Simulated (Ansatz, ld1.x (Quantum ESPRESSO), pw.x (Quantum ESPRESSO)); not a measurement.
## Equation-of-state test of one RRKJ potential (lithium (Li))

lithium, norm-conserving RRKJ (Kleinman–Bylander form), made with ld1.x (Quantum ESPRESSO) 7.5 (PBE, scalar-relativistic). Core [He], reference 2s1 2p0. Waves: 2p (bound, empty): rc 4.20 bohr; 3d channel at 0.45 Ry: rc 4.25 bohr; 2s (bound): rc 2.55 bohr. Local part: the s channel. Core correction: a·sin(br)/r model core, default radius (core density twice the valence density). rho0 = 0.001.

Atomic tests: cutoffs needed: 6 Ry and 6 Ry (the cutoffs (Ry, on a coarse ladder) from which the occupation-weighted sum of valence levels, in a spherical-Bessel basis at the reference potential, stays within 10 and 1 mRy of its value at 400 Ry); ghost test: no extra level below or beside the all-electron valence levels (p, d, s, f tested) (spherical-Bessel basis up to 400 Ry, 20 bohr box); largest excitation error: -8.4 meV (all-electron minus pseudo) for 2s0 2p1, out of 2 test configurations.

Crystal test: bcc Li in pw.x 7.5, no spin, 13³ k-points, Fermi–Dirac smearing 0.01 Ry, cutoffs 50/200 Ry. The reference is all-electron LAPW (Ansatz 0.2.0) with the same functional, mesh and smearing; V0 and B0 come from Birch–Murnaghan fits to the pressures at five volumes. Errors are pseudo minus all-electron; Δ is the rms difference of the E(V) curves that follow from these fits, minima aligned, over ±6 % about the mean V0. Mesh and smearing are coarse, so the numbers serve the comparison and aren't converged zero-temperature values; the lattice is a test structure that the element need not adopt.

```json
{"V (Å³/atom)": "19.352", "P all-electron (GPa)": "0.71", "P pseudo (GPa)": "-0.55"}
{"V (Å³/atom)": "19.862", "P all-electron (GPa)": "0.30", "P pseudo (GPa)": "-0.83"}
{"V (Å³/atom)": "20.371", "P all-electron (GPa)": "-0.05", "P pseudo (GPa)": "-1.07"}
{"V (Å³/atom)": "20.880", "P all-electron (GPa)": "-0.38", "P pseudo (GPa)": "-1.29"}
{"V (Å³/atom)": "21.390", "P all-electron (GPa)": "-0.67", "P pseudo (GPa)": "-1.50"}
```

All-electron: a0 = 3.436 Å (V0 = 20.29 Å³/atom), B0 = 13.8 GPa.

Pseudopotential: mean pressure error (GPa): -1.03. The pressure does not cross zero within the volumes sampled, so no fit is given. The largest radius (4.25 bohr) exceeds half the bond length (2.82 bohr), so the spheres overlap, which is one possible source of error among others. This is a poor potential for the solid.

Problem. At the middle volume, how do free energy and pressure move when the wave cutoff is lowered (ecutrho kept at four times it)?

Solution.

```json
{"cutoff (Ry)": "22", "shift of F (meV/atom)": "+1.1", "shift of P (GPa)": "+0.00"}
{"cutoff (Ry)": "30", "shift of F (meV/atom)": "+0.6", "shift of P (GPa)": "-0.01"}
{"cutoff (Ry)": "40", "shift of F (meV/atom)": "+0.1", "shift of P (GPa)": "-0.00"}
```

Input at the middle volume:

```
&control
  calculation='scf', prefix='x', pseudo_dir='./', outdir='./tmp', tstress=.true., disk_io='low'
/
&system
  ibrav=0, nat=1, ntyp=1, ecutwfc=50, ecutrho=200, nbnd=7,
  occupations='smearing', smearing='fd', degauss=0.01
/
&electrons
  conv_thr=1e-09, mixing_beta=0.4, electron_maxstep=70
/
ATOMIC_SPECIES
Li 1.0 Li.UPF
CELL_PARAMETERS angstrom
  -1.72048458 1.72048458 1.72048458
  1.72048458 -1.72048458 1.72048458
  1.72048458 1.72048458 -1.72048458
ATOMIC_POSITIONS crystal
Li 0.0000 0.0000 0.0000
K_POINTS automatic
13 13 13 0 0 0
```

```bash
pw.x < Li.scf.in > Li.scf.out
```

Lines of the output:

```
Message from routine setup:
     using ibrav=0 with symmetry is DISCOURAGED, use correct ibrav instead
     lattice parameter (alat)  =       5.6313  a.u.
     unit-cell volume          =     137.4703 (a.u.)^3
     number of electrons       =         1.00
     number of Kohn-Sham states=            7
     kinetic-energy cutoff     =      50.0000  Ry
     charge density cutoff     =     200.0000  Ry
     scf convergence threshold =      1.0E-09
     Exchange-correlation= PBE
     number of k points=    84  Fermi-Dirac smearing, width (Ry)=  0.0100
     iteration #  1     ecut=    50.00 Ry     beta= 0.40
     total energy              =      -0.64767389 Ry
     estimated scf accuracy    <       0.00037114 Ry
     iteration #  2     ecut=    50.00 Ry     beta= 0.40
     total energy              =      -0.64766645 Ry
     estimated scf accuracy    <       0.00013327 Ry
     iteration #  3     ecut=    50.00 Ry     beta= 0.40
     the Fermi energy is     0.4282 ev
!    total energy              =      -0.64766662 Ry
     estimated scf accuracy    <          7.6E-10 Ry
     smearing contrib. (-TS)   =      -0.00214893 Ry
     The total energy is F=E-TS. E is the sum of the following terms:
     one-electron contribution =       0.40870346 Ry
     hartree contribution      =       0.00141316 Ry
     xc contribution           =      -0.49596656 Ry
     ewald contribution        =      -0.55966774 Ry
     convergence has been achieved in   3 iterations
          total   stress  (Ry/bohr**3)                   (kbar)     P=      -10.74
```

The run at the middle volume (84 k-points, 3 iterations) took about 2.7 s on one core of a shared host (Neoverse-V1, 32 threads, 247 GiB, load 23).
